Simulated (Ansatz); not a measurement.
The input, for Ansatz 0.2.0:

```yaml
crystal:
  periodic: [false, false, false]
  atoms:
    - {symbol: B, position_ang: [-2.051397, 0.034738, 0.000000]}
    - {symbol: H, position_ang: [-2.648130, 1.068310, 0.000000]}
    - {symbol: H, position_ang: [-2.648131, -0.998833, 0.000000]}
    - {symbol: H, position_ang: [-0.593397, 0.034738, 0.000000]}
    - {symbol: Si, position_ang: [0.952603, 0.034738, 0.000000]}
    - {symbol: H, position_ang: [1.349037, -1.444775, 0.000000]}
basis:
  gaussian: {orbitals: cc-pVDZ}
magnetization: {spin_polarized: false, initial_magnetization: 1}
correlation: {method: sc_nevpt2, electrons: outside_noble_gas, active_space: {window: {electrons: 9, orbitals: 9}}}
```

```sh
$ ansatz run in.yaml --threads 1 --pin off --events-out ev --progress --plain --max-ram 2393MiB
```

Output:

```
488 factors; integrals over basis functions are off by at most 1.2e-3 eV
mean field evaluation 1: about -8591.4109 eV, gradient 1.2e1 eV
mean field evaluation 2: about -8591.4322 eV, gradient 1.2e1 eV
mean field evaluation 4: about -8592.5537 eV, gradient 1.1e0 eV
mean field evaluation 8: about -8592.6011 eV, gradient 2.5e-1 eV
mean field evaluation 16: about -8589.2675 eV, gradient 1.7e1 eV
mean field evaluation 32: about -8591.2800 eV, gradient 5.5e0 eV
mean field evaluation 64: about -8591.2665 eV, gradient 1.4e-4 eV
mean field -8592.60211269 eV, -315.7723033666 hartree, gradient 2.9e-6 eV, S^2 0.750000; 6 other end points of the search recorded, 0 dependent functions left out
reference -8592.60211269 eV, -315.7723033666 hartree; 12, 11 occupied and 40, 41 virtual orbitals, 488 factors
state -8594.44414121 eV, -315.8399966662 hartree
state -8594.44414121 eV, -315.8399966662 hartree; corrected -8597.52399654 eV, -315.9531792616 hartree
state -8594.42935276 eV, -315.8394532004 hartree
state -8594.42935276 eV, -315.8394532004 hartree; corrected -8597.58270222 eV, -315.9553366558 hartree
state -8594.42935276 eV, -315.8394532004 hartree; corrected -8597.58270222 eV, -315.9553366558 hartree
state -8594.42890544 eV, -315.8394367618 hartree
state -8594.42890544 eV, -315.8394367618 hartree; corrected -8597.58165117 eV, -315.9552980305 hartree
state -8594.42935276 eV, -315.8394532004 hartree; corrected -8597.58270222 eV, -315.9553366558 hartree
state -8594.30221666 eV, -315.8347810351 hartree
state -8594.30221666 eV, -315.8347810351 hartree; corrected -8597.76256900 eV, -315.9619466379 hartree
state -8594.30221666 eV, -315.8347810351 hartree; corrected -8597.76256900 eV, -315.9619466379 hartree
the orbitals are reached from a further start. From the first start the search ends at -8594.42931675 eV, -315.8394518772 hartree
WARN: the results are in doubt because another end's mean lies 0.142 eV lower, and its corrected mean 0.239 eV higher
Total energy: -8597.76256900 eV, -315.9619466379 hartree
In doubt: another end's mean lies 0.142 eV lower, and its corrected mean 0.239 eV higher
```

Natural occupations: 1.9976 1.9793 1.9708 1.9152 0.9912 0.0720 0.0273 0.0265 0.0202.

Ran on 1 thread of Intel Xeon 6975P-C, shared host: 14 s wall, 0.19 GiB peak host memory.
